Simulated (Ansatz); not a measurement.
**COF2 (carbonyl fluoride): BCCD(T)/STO-3G**

What is the vertical electron affinity of COF2 (carbonyl fluoride) at BCCD(T)/STO-3G? 

The results are computed with Ansatz 0.2.0.

### 1 The structure to begin with

The species is COF2 (4 atoms), meant as a singlet with charge 0. SMILES: `O=C(F)F`. The coordinates come from a GFN2-xTB relaxation.

Bond lengths: O1–C2 1.159 Å, C2–F3 1.317 Å, C2–F4 1.317 Å. Angles: O1–C2–F3 126.8°, O1–C2–F4 126.7°, F3–C2–F4 106.5°.

### 2 A single-point energy at BCCD(T)/STO-3G

input.yaml

```yaml
crystal:
  periodic: [false, false, false]
  atoms:
    - {symbol: O, position_ang: [-1.243810, -0.157330, 0.153910]}
    - {symbol: C, position_ang: [-0.102510, -0.013170, 0.012900]}
    - {symbol: F, position_ang: [0.851050, -0.823360, 0.422470]}
    - {symbol: F, position_ang: [0.495270, 0.993860, -0.589280]}
basis:
  gaussian:
    orbitals: STO-3G
correlation:
  method: bccd_t
  frozen_orbitals: {C: 1, F: 1, O: 1}
scf:
  omitted_lower_state_checks: [cluster_reference, increment]
accuracy: high
```

Run with:

```sh
$ ansatz run input.yaml --threads 1 --pin off --max-ram 2610MiB --events-out events.jsonl --progress --plain --runs-dir runs
```

Log (excerpt; [...] marks lines left out):

```text
Warning: RAYON_NUM_THREADS=1 ignored (pool sized by the plan → 1); use --threads N
Functional definition: HF
  name "HF"
[...]
368 factors; integrals over basis functions are off by at most 3.2e-8 eV
[...]
mean field -8362.03394675 eV, -307.2990795528 hartree, gradient 9.4e-9 eV, S^2 0.000000; 0 other end points of the search recorded, 0 dependent functions left out
4 core orbitals not correlated: weight in the atoms' cores, before any rotation towards them, 1.000 or more for the frozen orbitals, at most 0.000 for the correlated occupied ones
reference -8362.03394675 eV, -307.2990795528 hartree; 12, 12 occupied and 4, 4 virtual orbitals, 368 factors
second order -3.95385759 eV of doubles, -0.00000000 eV of singles
cycle   1  -4.16261401 eV  change   -2.1e-1 eV  update   8.2e-2
[...]
cycle  19  -4.40936703 eV  change    2.0e-9 eV  update  8.2e-10
perturbative correction -0.28529513 eV, -0.0104844027 hartree
Total energy: -8366.72860891 eV, -307.4716052052 hartree
Checks for a lower state left out: cluster_reference, increment
```

Wall time 0.24 s (1 thread of Intel Xeon Platinum 8375C at 2.90GHz (Ice Lake), shared host).

### 3 The doublet anion, same level

job.yaml

```yaml
crystal:
  periodic: [false, false, false]
  atoms:
    - {symbol: O, position_ang: [-1.243810, -0.157330, 0.153910]}
    - {symbol: C, position_ang: [-0.102510, -0.013170, 0.012900]}
    - {symbol: F, position_ang: [0.851050, -0.823360, 0.422470]}
    - {symbol: F, position_ang: [0.495270, 0.993860, -0.589280]}
basis:
  gaussian: {orbitals: STO-3G}
total_charge: -1
magnetization: {spin_polarized: true, initial_magnetization: 1}
correlation: {method: bccd_t, frozen_orbitals: {C: 1, F: 1, O: 1}}
accuracy: high
scf: {omitted_lower_state_checks: [cluster_reference, increment]}
```

Run with:

```sh
$ ansatz run job.yaml --threads 1 --pin off --max-ram 2610MiB --events-out events.jsonl --progress --plain --runs-dir runs
```

Log (excerpt; [...] marks lines left out):

```text
Warning: RAYON_NUM_THREADS=1 ignored (pool sized by the plan → 1); use --threads N
[... 2 set-up lines as earlier in the session ...]
[...]
368 factors; integrals over basis functions are off by at most 3.2e-8 eV
[...]
mean field -8354.55213090 eV, -307.0241278917 hartree, gradient 2.0e-8 eV, S^2 0.753975; 0 other end points of the search recorded, 0 dependent functions left out
4 core orbitals not correlated: weight in the atoms' cores, before any rotation towards them, 1.000 or more for the frozen orbitals, at most 0.000 for the correlated occupied ones
reference -8354.55213090 eV, -307.0241278917 hartree; 13, 12 occupied and 3, 4 virtual orbitals, 368 factors
second order -2.27138081 eV of doubles, -0.00000000 eV of singles
cycle   1  -2.61460952 eV  change   -3.4e-1 eV  update   5.3e-2
[...]
cycle  19  -2.77659087 eV  change   -3.0e-9 eV  update   2.4e-9
perturbative correction -0.10584375 eV, -0.0038896862 hartree
Total energy: -8357.43456552 eV, -307.1300554104 hartree
Checks for a lower state left out: cluster_reference, increment
```

Wall time 0.42 s (1 thread of Intel Xeon Platinum 8375C at 2.90GHz (Ice Lake), shared host).

### 4 What came out

Level: BCCD(T)/STO-3G, 4 core orbitals frozen.

| quantity | value |
| --- | --- |
| singlet COF2: total energy | -307.47161 Eh |
| singlet COF2: correlation energy (4 core orbitals frozen) | -172.5 mEh |
| singlet COF2: (T) correction | -10.48 mEh |
| doublet anion: total energy | -307.13006 Eh |
| doublet anion: correlation energy (4 core orbitals frozen) | -105.9 mEh |
| doublet anion: (T) correction | -3.89 mEh |
| doublet anion: ⟨S²⟩ of the reference determinant | 0.754 |
| vertical electron affinity (to the doublet anion) | -9.294 eV |

The anion lies 9.29 eV (214 kcal/mol) above the neutral: the electron isn't bound at this level, and such a value depends on the basis. Without diffuse functions anions come out too high. In a minimal basis such a difference can be off by several eV, whatever the method. The triples (singlet COF2) make up 6.1 % of the correlation energy. The triples (doublet anion) make up 3.7 % of the correlation energy.
